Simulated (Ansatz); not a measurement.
The input, for Ansatz 0.2.0:

```yaml
crystal:
  periodic: [false, false, false]
  atoms:
    - {symbol: O, position_ang: [-1.021173, -0.231644, 0.000000]}
    - {symbol: H, position_ang: [-1.270482, 0.694932, 0.000000]}
    - {symbol: H, position_ang: [0.381827, -0.231644, 0.000000]}
    - {symbol: Cl, position_ang: [1.909827, -0.231644, 0.000000]}
basis:
  gaussian: {orbitals: cc-pVDZ}
magnetization: {spin_polarized: false, initial_magnetization: 1}
correlation: {method: ccsdt_q, electrons: outside_noble_gas}
```

```sh
$ ansatz run in.yaml --threads 1 --pin off --events-out ev --progress --plain --max-ram 2393MiB
```

Log:

```
736 factors; integrals over basis functions are off by at most 2.3e-7 eV
mean field evaluation 1: about -14564.8127 eV, gradient 3.9e1 eV
mean field evaluation 2: about -14564.8256 eV, gradient 3.9e1 eV
mean field evaluation 4: about -14567.1311 eV, gradient 2.0e1 eV
mean field evaluation 8: about -14567.3252 eV, gradient 8.3e0 eV
mean field evaluation 16: about -14570.5059 eV, gradient 2.7e-1 eV
mean field evaluation 32: about -14568.9435 eV, gradient 2.3e1 eV
mean field evaluation 64: about -14570.1104 eV, gradient 9.3e-6 eV
mean field evaluation 96: about -14570.1104 eV, gradient 2.3e-6 eV
mean field evaluation 128: about -14563.8151 eV, gradient 3.9e1 eV
mean field evaluation 160: about -14564.6117 eV, gradient 3.5e1 eV
...
cycle  13  -9.33498132 eV  change   -3.6e-5 eV  update   1.2e-4
cycle  14  -9.33505485 eV  change   -7.4e-5 eV  update   8.6e-5
cycle  15  -9.33508176 eV  change   -2.7e-5 eV  update   5.5e-5
cycle  16  -9.33509865 eV  change   -1.7e-5 eV  update   3.0e-5
cycle  17  -9.33509698 eV  change    1.7e-6 eV  update   1.5e-5
cycle  18  -9.33509625 eV  change    7.3e-7 eV  update   1.7e-5
cycle  19  -9.33509771 eV  change   -1.5e-6 eV  update   1.1e-5
cycle  20  -9.33509852 eV  change   -8.1e-7 eV  update   3.6e-6
cycle  21  -9.33509978 eV  change   -1.3e-6 eV  update   2.1e-6
cycle  22  -9.33510098 eV  change   -1.2e-6 eV  update   7.5e-7
perturbative correction -0.01659893 eV, -0.0006099995 hartree
Total energy: -14579.85996977 eV, -535.7999713052 hartree
```

For the same geometry and basis UCCSDT(Q) lies 1.3 meV lower.

Ran on 1 thread of Arm Neoverse V2, shared host: 39 s wall, 0.74 GiB peak host memory.
